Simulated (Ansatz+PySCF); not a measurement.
**doublet C₂H: levels of theory in one basis**

```yaml
atoms:
  - { symbol: C, position_ang: [-0.0067, 0.0000, 0.0000] }
  - { symbol: C, position_ang: [1.2062, 0.0000, 0.0000] }
  - { symbol: H, position_ang: [-1.0449, 0.0000, 0.0000] }
```

Basis set: cc-pVTZ (spherical functions). Correlated methods keep 2 orbitals frozen. Correlation on ROHF uses semicanonical orbitals with singles. Charge 0, multiplicity 2.

Computed with Ansatz (development build ahead of 0.2.0); each method stands on the lowest determinant of its kind that the runs found.

```csv
method,E − E(ROHF) (eV),<S²> of the determinant
ROHF,0.00,0.75
UHF,-0.45,1.15
UHF-MP2,-6.98,1.15
ROHF-CCSD(T),-8.36,–
```

(1) What does ROHF-MP2 give on the same scale?

Answers

(1) -7.53 eV.

The restricted and unrestricted rows may stand on different electronic states: another unrestricted solution lies nearer the restricted one.

Caution for UHF, UHF-MP2: the unrestricted determinant is spin contaminated. Caution for ROHF-MP2, UHF-MP2: forces differ strongly between restricted and unrestricted references.
